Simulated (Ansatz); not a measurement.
Program: Ansatz. Geometries: PBE0-D4/def2-TZVP. ΔE: electronic, gas phase. CBS: MP2 limit from def2 TZ/QZ plus the TZ coupled-cluster correction, frozen cores. This one scheme is used for every species, atoms too. DFT in def2-TZVPP. B3LYP here is the variant with VWN-RPA as its local correlation; programs differ in this. No spin–orbit coupling; open shells (•) take unrestricted orbitals. Spin–orbit coupling would lower the free atoms: a little for C, S.

`CSC` → 2 C• + 6 H• + S•  (atomization)

```
           level  ΔE (eV)  difference from CCSD(T)/CBS
     LDA (SPW92)    37.72                         4.39
         BLYP-D4    33.14                        -0.19
        B3LYP-D4    33.34                         0.01
      r2SCANh-D4    33.27                        -0.06
      r2SCAN0-D4    33.09                        -0.24
       CAM-B3LYP    33.27                        -0.06
    MP2/def2-SVP    31.57                        -1.76
CCSD(T)/def2-SVP    31.58                        -1.75
 CCSD/def2-TZVPP    32.14                        -1.19
  MP2/def2-QZVPP    33.19                        -0.14
     CCSD(T)/CBS    33.33                            0
```

Largest T1 diagnostic among the species: 0.010.

From BLYP to BHLYP (50 % exact exchange), in def2-TZVPP and without D4, ΔE moves by −0.40 eV: exact exchange takes away binding that semilocal exchange gives to molecules. The D4 term adds +0.23 eV with B3LYP and +0.12 eV with PBE0; it sums over pairs of atoms, weighted by their polarisabilities, and B3LYP, whose exchange is more repulsive, gets the larger term. In def2-TZVPP, CCSD(T) changes the Hartree–Fock value by +7.69 eV (the triples alone add +0.40 eV) and MP2 by +7.87 eV; breaking electron pairs costs correlation energy, which Hartree–Fock lacks.

For atomizations the MP2-based limit and the directly extrapolated one differ by several kJ/mol either way, and by 10 to 25 for some Ge, Se and Sn compounds, so smaller differences from it don't rank the levels.
